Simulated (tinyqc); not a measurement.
Worked calculation (part 1 of 3): UHF in the sto-6g basis, for CH2, spin multiplicity 3. Computed by tinyqc, a small Python program that keeps every step (integrals from PySCF). Settings: charge = 0, multiplicity = 3, basis = sto-6g, energy threshold = 1e-09, iteration cap = 73, orthogonalisation = symmetric, start = highest core orbitals, DIIS depth = 3, shift = 0.5, method = UHF. Command: `OMP_NUM_THREADS=1 python tinyqc.py 25431 25432 out.jsonl` (the two numbers bound the seeds that draw the settings). One thread of a shared host (Intel(R) Xeon(R) Processor @ 2.60GHz), about 0.2 s of CPU time with the checks. Later iterations appear only in the table of the cycle.

## One-electron integrals

Geometry (angstrom):
```
atom         x          y         z
C     0.000000   0.000000  0.000000
H     0.000000   1.125000  0.686000
H     0.000000  -1.125000  0.686000
```

Basis sto-6g: exponents (1/bohr^2) and contraction coefficients of normalised primitives:
```
element  l (shell)    exponent  coefficient
C            s (1)  742.737049     0.009164
C            s (1)  136.180025     0.049361
C            s (1)   38.098264     0.168538
C            s (1)   13.087782     0.370563
C            s (1)    5.082369     0.416492
C            s (1)    2.093200     0.130334
C            s (2)   30.497239    -0.013253
C            s (2)    6.036200    -0.046992
C            s (2)    1.876046    -0.033785
C            s (2)    0.721783     0.250242
C            s (2)    0.313471     0.595117
C            s (2)    0.143687     0.240706
C            p (3)   30.497239     0.003760
C            p (3)    6.036200     0.037679
C            p (3)    1.876046     0.173897
C            p (3)    0.721783     0.418036
C            p (3)    0.313471     0.425860
C            p (3)    0.143687     0.101708
H            s (1)   35.523221     0.009164
H            s (1)    6.513144     0.049361
H            s (1)    1.822143     0.168538
H            s (1)    0.625955     0.370563
H            s (1)    0.243077     0.416492
H            s (1)    0.100112     0.130334
```

Overlap, kinetic and nuclear-attraction integrals over the contracted functions; the nuclear repulsion is the sum of Za Zb / Rab.

nuclear repulsion = 5.05444454 hartree

overlap S:
```
           1C 1s     1C 2s    1C 2px     1C 2py    1C 2pz     2H 1s      3H 1s
1C 1s   1.000000  0.243228  0.000000   0.000000  0.000000  0.038372   0.038372
1C 2s   0.243228  1.000000  0.000000   0.000000  0.000000  0.369453   0.369453
1C 2px  0.000000  0.000000  1.000000   0.000000  0.000000  0.000000   0.000000
1C 2py  0.000000  0.000000  0.000000   1.000000  0.000000  0.326448  -0.326448
1C 2pz  0.000000  0.000000  0.000000   0.000000  1.000000  0.199061   0.199061
2H 1s   0.038372  0.369453  0.000000   0.326448  0.199061  1.000000   0.079722
3H 1s   0.038372  0.369453  0.000000  -0.326448  0.199061  0.079722   1.000000
```

kinetic energy T (hartree):
```
            1C 1s      1C 2s    1C 2px     1C 2py    1C 2pz      2H 1s      3H 1s
1C 1s   16.068641  -0.492789  0.000000   0.000000  0.000000  -0.009281  -0.009281
1C 2s   -0.492789   0.492405  0.000000   0.000000  0.000000   0.046059   0.046059
1C 2px   0.000000   0.000000  1.479234   0.000000  0.000000   0.000000   0.000000
1C 2py   0.000000   0.000000  0.000000   1.479234  0.000000   0.125550  -0.125550
1C 2pz   0.000000   0.000000  0.000000   0.000000  1.479234   0.076558   0.076558
2H 1s   -0.009281   0.046059  0.000000   0.125550  0.076558   0.768522  -0.011856
3H 1s   -0.009281   0.046059  0.000000  -0.125550  0.076558  -0.011856   0.768522
```

nuclear attraction V (hartree):
```
             1C 1s      1C 2s     1C 2px     1C 2py     1C 2pz      2H 1s      3H 1s
1C 1s   -34.811171  -3.813786   0.000000   0.000000  -0.012736  -0.675610  -0.675610
1C 2s    -3.813786  -5.955455   0.000000   0.000000  -0.133539  -1.766608  -1.766608
1C 2px    0.000000   0.000000  -5.898245   0.000000   0.000000   0.000000   0.000000
1C 2py    0.000000   0.000000   0.000000  -6.022838   0.000000  -1.439405   1.439405
1C 2pz   -0.012736  -0.133539   0.000000   0.000000  -5.944572  -0.901498  -0.901498
2H 1s    -0.675610  -1.766608   0.000000  -1.439405  -0.901498  -3.863837  -0.338143
3H 1s    -0.675610  -1.766608   0.000000   1.439405  -0.901498  -0.338143  -3.863837
```

core Hamiltonian H = T + V (hartree):
```
             1C 1s      1C 2s     1C 2px     1C 2py     1C 2pz      2H 1s      3H 1s
1C 1s   -18.742530  -4.306575   0.000000   0.000000  -0.012736  -0.684891  -0.684891
1C 2s    -4.306575  -5.463050   0.000000   0.000000  -0.133539  -1.720549  -1.720549
1C 2px    0.000000   0.000000  -4.419011   0.000000   0.000000   0.000000   0.000000
1C 2py    0.000000   0.000000   0.000000  -4.543604   0.000000  -1.313855   1.313855
1C 2pz   -0.012736  -0.133539   0.000000   0.000000  -4.465338  -0.824941  -0.824941
2H 1s    -0.684891  -1.720549   0.000000  -1.313855  -0.824941  -3.095315  -0.349999
3H 1s    -0.684891  -1.720549   0.000000   1.313855  -0.824941  -0.349999  -3.095315
```

## Two-electron integrals

Functions are numbered as in S; the eight-fold symmetry (ij|kl) = (ji|kl) = (kl|ij) leaves the list below.

Two-electron integrals (ij|kl) in chemists' order, unique and non-zero (hartree):
```
(11|11) 3.543743    (21|11) 0.529462    (21|21) 0.100317    (22|11) 0.853596
(22|21) 0.199930    (22|22) 0.624844    (31|31) 0.021271    (32|31) 0.031868
(32|32) 0.138108    (33|11) 0.853598    (33|21) 0.199930    (33|22) 0.624843
(33|33) 0.673218    (41|41) 0.021271    (42|41) 0.031868    (42|42) 0.138108
(43|43) 0.036281    (44|11) 0.853598    (44|21) 0.199930    (44|22) 0.624843
(44|33) 0.600655    (44|44) 0.673218    (51|51) 0.021271    (52|51) 0.031868
(52|52) 0.138108    (53|53) 0.036281    (54|54) 0.036281    (55|11) 0.853598
(55|21) 0.199930    (55|22) 0.624843    (55|33) 0.600655    (55|44) 0.600655
(55|55) 0.673218    (61|11) 0.087747    (61|21) 0.016019    (61|22) 0.031456
(61|33) 0.031338    (61|41) 0.000898    (61|42) 0.001749    (61|44) 0.031596
(61|51) 0.000547    (61|52) 0.001067    (61|54) 0.000157    (61|55) 0.031434
(61|61) 0.002630    (62|11) 0.230085    (62|21) 0.054799    (62|22) 0.191133
(62|33) 0.186429    (62|41) 0.004758    (62|42) 0.032975    (62|44) 0.196716
(62|51) 0.002902    (62|52) 0.020108    (62|54) 0.006273    (62|55) 0.190254
(62|61) 0.009055    (62|62) 0.080614    (63|31) 0.005590    (63|32) 0.029376
(63|43) 0.006279    (63|53) 0.003829    (63|63) 0.009245    (64|11) 0.176687
(64|21) 0.042635    (64|22) 0.157275    (64|33) 0.149576    (64|41) 0.008719
(64|42) 0.054002    (64|44) 0.169817    (64|51) 0.001908    (64|52) 0.015016
(64|54) 0.008513    (64|55) 0.152433    (64|61) 0.007352    (64|62) 0.078551
(64|64) 0.084339    (65|11) 0.107740    (65|21) 0.025998    (65|22) 0.095903
(65|33) 0.091208    (65|41) 0.001908    (65|42) 0.015016    (65|44) 0.095893
(65|51) 0.006753    (65|52) 0.038533    (65|54) 0.009135    (65|55) 0.100608
(65|61) 0.004483    (65|62) 0.047899    (65|64) 0.045791    (65|65) 0.037167
(66|11) 0.397929    (66|21) 0.096577    (66|22) 0.383628    (66|33) 0.364285
(66|41) 0.009716    (66|42) 0.092117    (66|44) 0.406586    (66|51) 0.005925
(66|52) 0.056171    (66|54) 0.025794    (66|55) 0.380014    (66|61) 0.016168
(66|62) 0.213228    (66|64) 0.228512    (66|65) 0.139342    (66|66) 0.774999
(71|11) 0.087747    (71|21) 0.016019    (71|22) 0.031456    (71|33) 0.031338
(71|41) -0.000898   (71|42) -0.001749   (71|44) 0.031596    (71|51) 0.000547
(71|52) 0.001067    (71|54) -0.000157   (71|55) 0.031434    (71|61) 0.002547
(71|62) 0.008448    (71|64) 0.006283    (71|65) 0.004194    (71|66) 0.014836
(71|71) 0.002630    (72|11) 0.230085    (72|21) 0.054799    (72|22) 0.191133
(72|33) 0.186429    (72|41) -0.004758   (72|42) -0.032975   (72|44) 0.196716
(72|51) 0.002902    (72|52) 0.020108    (72|54) -0.006273   (72|55) 0.190254
(72|61) 0.008448    (72|62) 0.055145    (72|64) 0.039401    (72|65) 0.031922
(72|66) 0.111266    (72|71) 0.009055    (72|72) 0.080614    (73|31) 0.005590
(73|32) 0.029376    (73|43) -0.006279   (73|53) 0.003829    (73|63) 0.005814
(73|73) 0.009245    (74|11) -0.176687   (74|21) -0.042635   (74|22) -0.157275
(74|33) -0.149576   (74|41) 0.008719    (74|42) 0.054002    (74|44) -0.169817
(74|51) -0.001908   (74|52) -0.015016   (74|54) 0.008513    (74|55) -0.152433
(74|61) -0.006283   (74|62) -0.039401   (74|64) -0.023381   (74|65) -0.022419
(74|66) -0.075898   (74|71) -0.007352   (74|72) -0.078551   (74|74) 0.084339
(75|11) 0.107740    (75|21) 0.025998    (75|22) 0.095903    (75|33) 0.091208
(75|41) -0.001908   (75|42) -0.015016   (75|44) 0.095893    (75|51) 0.006753
(75|52) 0.038533    (75|54) -0.009135   (75|55) 0.100608    (75|61) 0.004194
(75|62) 0.031922    (75|64) 0.022419    (75|65) 0.023899    (75|66) 0.067760
(75|71) 0.004483    (75|72) 0.047899    (75|74) -0.045791   (75|75) 0.037167
(76|11) 0.042816    (76|21) 0.010244    (76|22) 0.037246    (76|33) 0.036240
(76|44) 0.037334    (76|51) 0.000889    (76|52) 0.006649    (76|55) 0.038163
(76|61) 0.001649    (76|62) 0.013974    (76|64) 0.011928    (76|65) 0.009114
(76|66) 0.034711    (76|71) 0.001649    (76|72) 0.013974    (76|74) -0.011928
(76|75) 0.009114    (76|76) 0.003069    (77|11) 0.397929    (77|21) 0.096577
(77|22) 0.383628    (77|33) 0.364285    (77|41) -0.009716   (77|42) -0.092117
(77|44) 0.406586    (77|51) 0.005925    (77|52) 0.056171    (77|54) -0.025794
(77|55) 0.380014    (77|61) 0.014836    (77|62) 0.111266    (77|64) 0.075898
(77|65) 0.067760    (77|66) 0.234858    (77|71) 0.016168    (77|72) 0.213228
(77|74) -0.228512   (77|75) 0.139342    (77|76) 0.034711    (77|77) 0.774999
```

## Orthogonalisation

S = U s U^T; symmetric (Loewdin) form X = U s^(-1/2) U^T, so that X^T S X = 1.

eigenvalues of S: 0.418182  0.496754  0.878063  1.000000  1.096148  1.423524  1.687329

X:
```
            1C 1s      1C 2s    1C 2px     1C 2py     1C 2pz      2H 1s      3H 1s
1C 1s    1.024963  -0.140621  0.000000   0.000000  -0.007482   0.019993   0.019993
1C 2s   -0.140621   1.157626  0.000000   0.000000   0.070702  -0.227965  -0.227965
1C 2px   0.000000   0.000000  1.000000   0.000000   0.000000   0.000000   0.000000
1C 2py   0.000000   0.000000  0.000000   1.103509   0.000000  -0.204542   0.204542
1C 2pz  -0.007482   0.070702  0.000000   0.000000   1.037188  -0.120364  -0.120364
2H 1s    0.019993  -0.227965  0.000000  -0.204542  -0.120364   1.136111  -0.017349
3H 1s    0.019993  -0.227965  0.000000   0.204542  -0.120364  -0.017349   1.136111
```

## Starting guess

The start is the highest orbitals of the core Hamiltonian (a deliberately bad start); D(s) = C_occ C_occ^T for each spin.

D(alpha) at the start:
```
            1C 1s      1C 2s    1C 2px     1C 2py     1C 2pz      2H 1s      3H 1s
1C 1s    0.010298  -0.058063  0.000000   0.000000   0.070718   0.038387   0.038387
1C 2s   -0.058063   0.379250  0.000000   0.000000  -0.249487  -0.382160  -0.382160
1C 2px   0.000000   0.000000  1.000000   0.000000   0.000000   0.000000   0.000000
1C 2py   0.000000   0.000000  0.000000   1.301406   0.000000  -0.461645   0.461645
1C 2pz   0.070718  -0.249487  0.000000   0.000000   0.915009  -0.213180  -0.213180
2H 1s    0.038387  -0.382160  0.000000  -0.461645  -0.213180   1.379606  -0.034539
3H 1s    0.038387  -0.382160  0.000000   0.461645  -0.213180  -0.034539   1.379606
```

D(beta) at the start:
```
            1C 1s      1C 2s    1C 2px     1C 2py     1C 2pz      2H 1s      3H 1s
1C 1s    0.010298  -0.058063  0.000000   0.000000   0.070718   0.038387   0.038387
1C 2s   -0.058063   0.379250  0.000000   0.000000  -0.249487  -0.382160  -0.382160
1C 2px   0.000000   0.000000  0.000000   0.000000   0.000000   0.000000   0.000000
1C 2py   0.000000   0.000000  0.000000   0.146346   0.000000  -0.317564   0.317564
1C 2pz   0.070718  -0.249487  0.000000   0.000000   0.915009  -0.213180  -0.213180
2H 1s    0.038387  -0.382160  0.000000  -0.317564  -0.213180   1.361634  -0.016567
3H 1s    0.038387  -0.382160  0.000000   0.317564  -0.213180  -0.016567   1.361634
```

## Iteration 1: building the Fock matrix

J_ij = sum D_kl (ij|kl) with D = D(alpha) + D(beta), K_ij = sum D_kl (ik|jl) for each spin; F = H + J - K(s); E = tr D H + tr D J / 2 - 0.5 sum_s tr D(s) K(s) + E_nn.

Coulomb J (hartree):
```
            1C 1s     1C 2s    1C 2px     1C 2py     1C 2pz     2H 1s      3H 1s
1C 1s    5.015292  1.183107  0.000000   0.000000  -0.019561  0.185852   0.185852
1C 2s    1.183107  3.989009  0.000000   0.000000   0.004801  1.368500   1.368500
1C 2px   0.000000  0.000000  3.898501   0.000000   0.000000  0.000000   0.000000
1C 2py   0.000000  0.000000  0.000000   4.060347   0.000000  1.201962  -1.201962
1C 2pz  -0.019561  0.004801  0.000000   0.000000   4.008167  0.734259   0.734259
2H 1s    0.185852  1.368500  0.000000   1.201962   0.734259  3.493159   0.275555
3H 1s    0.185852  1.368500  0.000000  -1.201962   0.734259  0.275555   3.493159
```

exchange K(alpha) (hartree):
```
            1C 1s      1C 2s    1C 2px     1C 2py     1C 2pz     2H 1s      3H 1s
1C 1s    0.075414   0.098058  0.000000   0.000000  -0.014442  0.016296   0.016296
1C 2s    0.098058   0.515825  0.000000   0.000000  -0.247649  0.185695   0.185695
1C 2px   0.000000   0.000000  0.768728   0.000000   0.000000  0.000000   0.000000
1C 2py   0.000000   0.000000  0.000000   0.826779   0.000000  0.263197  -0.263197
1C 2pz  -0.014442  -0.247649  0.000000   0.000000   0.688770  0.083363   0.083363
2H 1s    0.016296   0.185695  0.000000   0.263197   0.083363  0.794770   0.021266
3H 1s    0.016296   0.185695  0.000000  -0.263197   0.083363  0.021266   0.794770
```

exchange K(beta) (hartree):
```
            1C 1s      1C 2s    1C 2px     1C 2py     1C 2pz     2H 1s      3H 1s
1C 1s    0.030088   0.031234  0.000000   0.000000  -0.013857  0.002165   0.002165
1C 2s    0.031234   0.236283  0.000000   0.000000  -0.242088  0.111023   0.111023
1C 2px   0.000000   0.000000  0.057099   0.000000   0.000000  0.000000   0.000000
1C 2py   0.000000   0.000000  0.000000   0.106887   0.000000  0.124450  -0.124450
1C 2pz  -0.013857  -0.242088  0.000000   0.000000   0.615369  0.075498   0.075498
2H 1s    0.002165   0.111023  0.000000   0.124450   0.075498  0.737784   0.027052
3H 1s    0.002165   0.111023  0.000000  -0.124450   0.075498  0.027052   0.737784
```

F(alpha) (hartree):
```
             1C 1s      1C 2s     1C 2px     1C 2py     1C 2pz      2H 1s      3H 1s
1C 1s   -13.802652  -3.221526   0.000000   0.000000  -0.017856  -0.515334  -0.515334
1C 2s    -3.221526  -1.989866   0.000000   0.000000   0.118910  -0.537744  -0.537744
1C 2px    0.000000   0.000000  -1.289238   0.000000   0.000000   0.000000   0.000000
1C 2py    0.000000   0.000000   0.000000  -1.310036   0.000000  -0.375091   0.375091
1C 2pz   -0.017856   0.118910   0.000000   0.000000  -1.145941  -0.174044  -0.174044
2H 1s    -0.515334  -0.537744   0.000000  -0.375091  -0.174044  -0.396926  -0.095710
3H 1s    -0.515334  -0.537744   0.000000   0.375091  -0.174044  -0.095710  -0.396926
```

F(beta) (hartree):
```
             1C 1s      1C 2s     1C 2px     1C 2py     1C 2pz      2H 1s      3H 1s
1C 1s   -13.757326  -3.154703   0.000000   0.000000  -0.018441  -0.501204  -0.501204
1C 2s    -3.154703  -1.710324   0.000000   0.000000   0.113350  -0.463072  -0.463072
1C 2px    0.000000   0.000000  -0.577608   0.000000   0.000000   0.000000   0.000000
1C 2py    0.000000   0.000000   0.000000  -0.590144   0.000000  -0.236344   0.236344
1C 2pz   -0.018441   0.113350   0.000000   0.000000  -1.072540  -0.166180  -0.166180
2H 1s    -0.501204  -0.463072   0.000000  -0.236344  -0.166180  -0.339939  -0.101496
3H 1s    -0.501204  -0.463072   0.000000   0.236344  -0.166180  -0.101496  -0.339939
```

total energy of this density = -12.18718397 hartree

## Iteration 1: diagonalisation and new density

A level shift of 0.5 hartree raises the virtual space: F + shift (S - S D(s) S), with D(s) the density of one spin. Diagonalise F' = X^T F X, C = X C', fill 5 alpha and 3 beta electrons from the bottom; D(s) = C_occ C_occ^T. Each column has its largest component positive (the first on a tie).

F' = X^T F X (alpha) (hartree):
```
            1          2          3          4          5          6          7
1  -13.147889  -1.380054   0.000000   0.000000  -0.054655  -0.092755  -0.092755
2   -1.380054  -0.999253   0.000000   0.000000   0.325840  -0.140933  -0.140933
3    0.000000   0.000000  -1.289238   0.000000   0.000000   0.000000   0.000000
4    0.000000   0.000000   0.000000  -1.281823   0.000000  -0.142061   0.142061
5   -0.054655   0.325840   0.000000   0.000000  -1.058558  -0.048720  -0.048720
6   -0.092755  -0.140933   0.000000  -0.142061  -0.048720  -0.172783  -0.016389
7   -0.092755  -0.140933   0.000000   0.142061  -0.048720  -0.016389  -0.172783
```

orbital energies (alpha) (hartree): MO1 -13.304491, MO2 -1.316612, MO3 -1.300900, MO4 -1.289238, MO5 -0.676813, MO6 -0.121605, MO7 -0.112667

coefficients C (alpha):
```
              MO1        MO2        MO3       MO4        MO5        MO6        MO7
1C 1s    1.003116   0.000000   0.143931  0.000000  -0.186685   0.000000   0.096798
1C 2s   -0.014197   0.000000  -0.624871  0.000000   0.785614   0.000000  -0.678935
1C 2px   0.000000   0.000000   0.000000  1.000000   0.000000   0.000000   0.000000
1C 2py   0.000000   1.037972   0.000000  0.000000   0.000000  -0.473308   0.000000
1C 2pz   0.000061   0.000000   0.795612  0.000000   0.586249   0.000000  -0.364832
2H 1s    0.003453  -0.062380   0.001615  0.000000   0.044600   0.838559   0.831063
3H 1s    0.003453   0.062380   0.001615  0.000000   0.044600  -0.838559   0.831063
```

F' = X^T F X (beta) (hartree):
```
            1          2          3          4          5          6          7
1  -13.113650  -1.350319   0.000000   0.000000  -0.053905  -0.093803  -0.093803
2   -1.350319  -0.718227   0.000000   0.000000   0.322555  -0.120801  -0.120801
3    0.000000   0.000000  -0.077608   0.000000   0.000000   0.000000   0.000000
4    0.000000   0.000000   0.000000  -0.028860   0.000000  -0.101030   0.101030
5   -0.053905   0.322555   0.000000   0.000000  -0.984009  -0.048561  -0.048561
6   -0.093803  -0.120801   0.000000  -0.101030  -0.048561  -0.157383  -0.017459
7   -0.093803  -0.120801   0.000000   0.101030  -0.048561  -0.017459  -0.157383
```

orbital energies (beta) (hartree): MO1 -13.260800, MO2 -1.164455, MO3 -0.484572, MO4 -0.237683, MO5 -0.080901, MO6 -0.077608, MO7 0.068899

coefficients C (beta):
```
              MO1        MO2        MO3        MO4        MO5       MO6        MO7
1C 1s    1.004239   0.113182  -0.186706   0.000000   0.122530  0.000000   0.000000
1C 2s   -0.019355  -0.500099   0.767879   0.000000  -0.792903  0.000000   0.000000
1C 2px   0.000000   0.000000   0.000000   0.000000   0.000000  1.000000   0.000000
1C 2py   0.000000   0.000000   0.000000   0.384398   0.000000  0.000000   1.074078
1C 2pz  -0.000144   0.874279   0.423319   0.000000  -0.407707  0.000000   0.000000
2H 1s    0.004342  -0.006574   0.150468   0.557636   0.818514  0.000000  -0.629376
3H 1s    0.004342  -0.006574   0.150468  -0.557636   0.818514  0.000000   0.629376
```

D(alpha) after iteration 1:
```
            1C 1s      1C 2s    1C 2px     1C 2py     1C 2pz      2H 1s      3H 1s
1C 1s    1.061808  -0.250841  0.000000   0.000000   0.005131  -0.004630  -0.004630
1C 2s   -0.250841   1.007854  0.000000   0.000000  -0.036590   0.033980   0.033980
1C 2px   0.000000   0.000000  1.000000   0.000000   0.000000   0.000000   0.000000
1C 2py   0.000000   0.000000  0.000000   1.077386   0.000000  -0.064748   0.064748
1C 2pz   0.005131  -0.036590  0.000000   0.000000   0.976686   0.027431   0.027431
2H 1s   -0.004630   0.033980  0.000000  -0.064748   0.027431   0.005895  -0.001888
3H 1s   -0.004630   0.033980  0.000000   0.064748   0.027431  -0.001888   0.005895
```

D(beta) after iteration 1:
```
            1C 1s      1C 2s    1C 2px    1C 2py     1C 2pz      2H 1s      3H 1s
1C 1s    1.056165  -0.219407  0.000000  0.000000   0.019772  -0.024477  -0.024477
1C 2s   -0.219407   0.840112  0.000000  0.000000  -0.112165   0.118745   0.118745
1C 2px   0.000000   0.000000  0.000000  0.000000   0.000000   0.000000   0.000000
1C 2py   0.000000   0.000000  0.000000  0.000000   0.000000   0.000000   0.000000
1C 2pz   0.019772  -0.112165  0.000000  0.000000   0.943563   0.057948   0.057948
2H 1s   -0.024477   0.118745  0.000000  0.000000   0.057948   0.022703   0.022703
3H 1s   -0.024477   0.118745  0.000000  0.000000   0.057948   0.022703   0.022703
```
